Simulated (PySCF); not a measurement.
Molecule: `C[C@H]1[CH+]C=CC1`, [C$_{6}$H$_{9}$]+.

Structure with atom numbers: `[CH3:1][C@H:2]1[CH+:3][CH:4]=[CH:5][CH2:6]1`; H(Xn) means a hydrogen on atom n. Ha(C6) is cis to C1 on the ring; Hb(C6) is trans to C1 on the ring.

Geometry PBE0-D3(BJ)/def2-SVP throughout; GIAO in PySCF 2.14.0 with density-fitted response routines, gas phase, one conformer, non-relativistic; equivalent atoms averaged; basis pcSseg-1.

For orientation, KT2 gives these shifts δ (against TMS at the same level): C3 231.6, C5 224.6, C6 61.3, C1 17.7, H(C5) 10.30, H(C4) 8.32, H(C2) 4.02, Ha(C6) 3.73, H(C1) 1.97 ppm.

A run gave: C3 258.8, C5 250.0, C6 72.0, C1 17.4, H(C5) 10.55, H(C4) 8.63, H(C2) 4.19, Ha(C6) 3.96, H(C1) 1.98 ppm (shifts δ (against TMS at the same level)).

Which functional was used in that run?
A. LDA
B. KT3
C. PBE0
D. CAM-B3LYP

Answers

A. C6 tells them apart best: LDA gives 72.0, PBE0 gives 61.8, KT3 gives 59.4, CAM-B3LYP gives 60.8 ppm.
